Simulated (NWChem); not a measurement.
Species: C2H3F; SMILES C=CF

Results from NWChem. The geometry was optimised at PBE0/def2-SVP. Field at 589 nm.

Problem. Predict the results for B3LYP/def2-SVPD. Quantities: isotropic polarisability (bohr³); anisotropy (bohr³).

Solution. 
| Property | Value |
|---|---|
| isotropic polarisability (bohr³) | 28.3 |
| anisotropy (bohr³) | 14.0 |
